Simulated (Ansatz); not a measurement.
Rhombohedral A7 As

Calculation: r²SCAN+rVV10 (plane waves, PAW; Ansatz, a program for electronic structure).

Run with plane-wave cutoff 500 eV, 12×12×12 k mesh, Fermi–Dirac smearing 0.05 eV, scalar-relativistic PAW data made under PBE.

Cell: relaxed at this level.

```yaml
equilibrium_volume_per_atom: 21.90 Å³/atom
lattice_constant_a: 3.759 Å
c axis length: 10.736 Å
```

Measured, for comparison: lattice constant a 3.760 Å, lattice parameter c 10.441 Å (4 K, zero-point motion not removed; as tabulated in Schiferl, Barrett, J. Appl. Cryst. 2, 30 (1969), as in the American …). Computed (rounded) less measured: lattice constant a 0.0 %, lattice parameter c +2.8 %.

Static lattice: no zero-point or thermal effects.
